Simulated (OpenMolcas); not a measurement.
# SiHOF (SMILES O[Si]F) at CISD/pcseg-0 (electric field 0.005 a.u., field axis x)

What is the energy change on altering one bond length of SiHOF at CISD/pcseg-0 (electric field 0.005 a.u., field axis x)? 

The calculation is run with OpenMolcas 26.06.

9 further runs of the same task are left out: 2 that didn't finish, 7 set aside as unsound or not needed.

## Step 1: The molecule

SiHOF has 4 atoms, charge 0, and is taken as a singlet. SMILES: `O[Si]F`. The coordinates come from a GFN2-xTB relaxation.

Bond lengths: O1–Si2 1.607 Å, Si2–F3 1.648 Å, O1–H4 0.960 Å. Angles: O1–Si2–F3 98.8°, Si2–O1–H4 126.0°.

## Step 2: A single-point energy at CISD/pcseg-0 (electric field 0.005 a.u., field axis x)

Input file geom.xyz:

```xyz
4

O     -0.560720     0.735830    -0.178750
Si     0.270050     0.078240     1.029450
F      0.903200    -1.214360     0.226270
H     -0.612530     0.400300    -1.076970
```

Input file mol.inp:

```
* FHOSi CISD

&GATEWAY
  BasLib
  $CurrDir
  Coord
  geom.xyz
  Basis
  pcseg-0
  Group
  NoSym

&SEWARD

&FFPT
  Dipole
  X -0.005

&SCF
  PrOrbitals
  1 2

&MOTRA
  Frozen
  7

&GUGA
  Electrons
  18
  Spin
  1
  Inactive
  9
  Active
  0
  CIAll
  1

&CPF
  SDCI
```

The basis set pcseg-0 is read from a file made from the Basis Set Exchange's data (not shown).

Started as:

```bash
export MOLCAS_MEM=1860
pymolcas mol.inp > mol.log
```

Log:

```text
--- Start Module: gateway ---
[...]
--- Stop Module: gateway /rc=_RC_ALL_IS_WELL_ ---
[...]
      Basis functions           33
[...]
       Convergence after  10 Iterations
[...]
::    Total SCF energy                               -462.9964259491
[...]
      Total spin, S                                     0.0000000000
[...]
      *** WARNING: Default frozen orbitals is overwritten by user input.
      *** Default values:   4
[...]
--- Start Module: guga ---
[...]
--- Stop Module: guga /rc=_RC_ALL_IS_WELL_ ---
--- Start Module: cpf ---
[...]
      Active orbitals                            0       0
[...]
      Spin quantum number                      0.0
[...]
     FINAL CI ENERGY          -463.26829295
     FINAL CORRELATION ENERGY   -0.27186700  REFERENCE ENERGY    -462.99642595
[...]
     REL. CI ENERGY           -463.26829295
[...]
      Total electronic charge=   32.000000
      Total            charge=    0.000000
[...]
      Dipole Moment (debye):
      Origin of the operator (angstrom)=    0.2365   -0.1361    0.4557
                   X= -9.9336E-02               Y=  1.6494E-01               Z= -8.3262E-01           Total=  8.5459E-01
      Quadrupole Moment (debye*angstrom):
[...]
--- Stop Module: cpf /rc=_RC_ALL_IS_WELL_ ---
[...]
```

Wall time 2.6 s (1 thread of Intel Xeon Platinum 8488C (Sapphire Rapids), shared host); peak memory 0.37 GiB.

## Step 3: The distorted shape

Input file geom.xyz:

```xyz
4

O     -0.477657     0.670082    -0.057951
Si     0.270050     0.078240     1.029450
F      0.903200    -1.214360     0.226270
H     -0.529467     0.334552    -0.956171
```

Input file mol.inp:

```
&GATEWAY
  BasLib=$CurrDir
  Coord=geom.xyz
  Basis=pcseg-0
  Group=NoSym

&SEWARD

&FFPT
  Dipole
  X -0.005

&SCF
  PrOrbitals=1 2

&MOTRA
  Frozen=7

&GUGA
  Electrons=18
  Spin=1
  Inactive=9
  Active=0
  CIAll=1

&CPF
  SDCI
```

The basis set pcseg-0 is read from a file made from the Basis Set Exchange's data (not shown).

Started as:

```bash
export MOLCAS_MEM=1860
pymolcas mol.inp > mol.log
```

Log:

```text
--- Start Module: gateway ---
[...]
--- Stop Module: gateway /rc=_RC_ALL_IS_WELL_ ---
[...]
      Basis functions           33
[...]
       Convergence after  10 Iterations
[...]
::    Total SCF energy                               -462.9500992532
[...]
      Total spin, S                                     0.0000000000
[...]
      *** WARNING: Default frozen orbitals is overwritten by user input.
      *** Default values:   4
[...]
--- Start Module: guga ---
[...]
--- Stop Module: guga /rc=_RC_ALL_IS_WELL_ ---
--- Start Module: cpf ---
[...]
      Active orbitals                            0       0
[...]
      Spin quantum number                      0.0
[...]
     FINAL CI ENERGY          -463.21929215
     FINAL CORRELATION ENERGY   -0.26919289  REFERENCE ENERGY    -462.95009925
[...]
     REL. CI ENERGY           -463.21929215
[...]
      Total electronic charge=   32.000000
      Total            charge=    0.000000
[...]
      Dipole Moment (debye):
      Origin of the operator (angstrom)=    0.2585   -0.1536    0.4878
                   X= -4.6380E-01               Y=  4.6737E-01               Z= -1.3508E+00           Total=  1.5027E+00
      Quadrupole Moment (debye*angstrom):
[...]
--- Stop Module: cpf /rc=_RC_ALL_IS_WELL_ ---
[...]
```

Run time: 2.6 s. Hardware: 1 thread of Intel Xeon Platinum 8488C (Sapphire Rapids), shared host; peak memory 0.37 GiB.

## Step 4: What came out

Level: CISD/pcseg-0 (electric field 0.005 a.u., field axis x), 7 core orbitals frozen.

| quantity | value |
| --- | --- |
| first shape: total energy | -463.26829 Eh |
| first shape: dipole moment (mean-field density) | 0.70 D |
| first shape: HOMO–LUMO gap (Hartree–Fock orbitals) | 12.29 eV |
| first shape: correlation energy (7 core orbitals frozen) | -271.9 mEh |
| distorted shape: total energy | -463.21929 Eh |
| distorted shape: dipole moment (mean-field density) | 1.43 D |
| distorted shape: HOMO–LUMO gap (Hartree–Fock orbitals) | 12.41 eV |
| distorted shape: correlation energy (7 core orbitals frozen) | -269.2 mEh |
| energy change with the O1–Si2 bond shortened from 1.607 to 1.446 Å | 1.333 eV |

With the O1–Si2 bond shortened from 1.607 to 1.446 Å the energy rises by 1.33 eV (129 kJ/mol). The first shape isn't relaxed at this level, so the change isn't measured from a minimum.
